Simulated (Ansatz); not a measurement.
Input (CCSDT(Q)/cc-pVDZ; Ansatz, a quantum-chemistry and plane-wave program):

Ansatz 0.2 input:
```yaml
crystal:
  periodic: [false, false, false]
  atoms:
    - {symbol: C, position_ang: [-0.00541272, 0.00514807, 0.86088345]}
    - {symbol: C, position_ang: [-0.00020344, -0.64634739, -0.49579893]}
    - {symbol: C, position_ang: [0.00648613, 0.64037188, -0.50345144]}
    - {symbol: H, position_ang: [0.90225349, 0.00400638, 1.46236728]}
    - {symbol: H, position_ang: [-0.92057007, 0.01341463, 1.45085018]}
    - {symbol: H, position_ang: [-0.00162276, -1.57792247, -1.03216063]}
    - {symbol: H, position_ang: [0.01471953, 1.56546606, -1.05085531]}
basis:
  gaussian:
    orbitals: cc-pVDZ
magnetization: {spin_polarized: false}
correlation: {method: ccsdt_q, electrons: outside_noble_gas}
```

Output:

```
Functional definition: HF
integrals: 0.05 GiB planned
1168 factors; integrals over basis functions are off by at most 1.7e-7 eV
mean field: 0.15 GiB planned
mean field evaluation 1: about -3150.4050 eV, gradient 2.3e1 eV
mean field evaluation 2: about -3150.4076 eV, gradient 2.3e1 eV
mean field evaluation 4: about -3151.9586 eV, gradient 2.4e0 eV
mean field evaluation 8: about -3151.9763 eV, gradient 3.6e-3 eV
mean field evaluation 16: about -3151.9763 eV, gradient 3.2e-6 eV
mean field -3151.97632773 eV, -115.8329935577 hartree, gradient 3.2e-6 eV, S^2 0.000000; 0 other end points of the search recorded, 0 dependent functions left out
3 core orbitals not correlated
reference -3151.97632773 eV, -115.8329935577 hartree; 8, 8 occupied and 51, 51 virtual orbitals, 1168 factors
second order -10.88012794 eV of doubles, -0.00000000 eV of singles
coupled cluster: 0.93 GiB planned
cycle   1  -11.30742670 eV  change   -4.3e-1 eV  update   8.8e-2
cycle   2  -11.91153848 eV  change   -6.0e-1 eV  update   3.8e-2
cycle   3  -12.15465091 eV  change   -2.4e-1 eV  update   1.7e-2
cycle   4  -12.13300429 eV  change    2.2e-2 eV  update   5.3e-3
cycle   5  -12.13351873 eV  change   -5.1e-4 eV  update   2.7e-3
cycle   6  -12.13843122 eV  change   -4.9e-3 eV  update   8.7e-4
cycle   7  -12.13857153 eV  change   -1.4e-4 eV  update   3.3e-4
cycle   8  -12.13828111 eV  change    2.9e-4 eV  update   9.7e-5
cycle   9  -12.13829678 eV  change   -1.6e-5 eV  update   4.0e-5
cycle  10  -12.13829363 eV  change    3.1e-6 eV  update   1.1e-5
cycle  11  -12.13828039 eV  change    1.3e-5 eV  update   4.3e-6
cycle  12  -12.13828814 eV  change   -7.7e-6 eV  update   1.5e-6
cycle  13  -12.13828968 eV  change   -1.5e-6 eV  update   4.6e-7
cycle  14  -12.13829027 eV  change   -5.9e-7 eV  update   1.8e-7
perturbative correction -0.03351086 eV, -0.0012315016 hartree
Total energy: -3164.14812886 eV, -116.2802989990 hartree
```
